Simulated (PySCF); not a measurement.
isobutene (C4H8), SMILES CC(C)=C.

Geometry optimised at B3LYP-D3(BJ)/def2-SVP.

Two levels are set side by side: PBE/def2-TZVP (PySCF) and CAM-B3LYP/def2-TZVP (PySCF). Same geometry, gas phase. Differences are taken from unrounded values.

```json
[
 {"quantity": "orbital gap (eV)", "CAM-B3LYP": "9.96", "PBE": "5.38", "PBE minus CAM-B3LYP": "-4.59"},
 {"quantity": "highest occupied level (eV)", "CAM-B3LYP": "-8.35", "PBE": "-5.92", "PBE minus CAM-B3LYP": "2.43"},
 {"quantity": "lowest empty level (eV)", "CAM-B3LYP": "1.62", "PBE": "-0.54", "PBE minus CAM-B3LYP": "-2.16"},
 {"quantity": "dipole moment (D)", "CAM-B3LYP": "0.56", "PBE": "0.58", "PBE minus CAM-B3LYP": "0.02"},
 {"quantity": "mean polarisability (bohr³)", "CAM-B3LYP": "50.7", "PBE": "52.2", "PBE minus CAM-B3LYP": "1.6"}
]
```

Without exact exchange PBE keeps part of each electron's self-repulsion, which lifts occupied levels and narrows the gap. PBE's more diffuse valence density responds more strongly to a field. Differences between two approximate levels are no errors against the true value.

Rough cost on one machine, each run with all the roots and properties that it gave: CAM-B3LYP against PBE within a factor of 2.
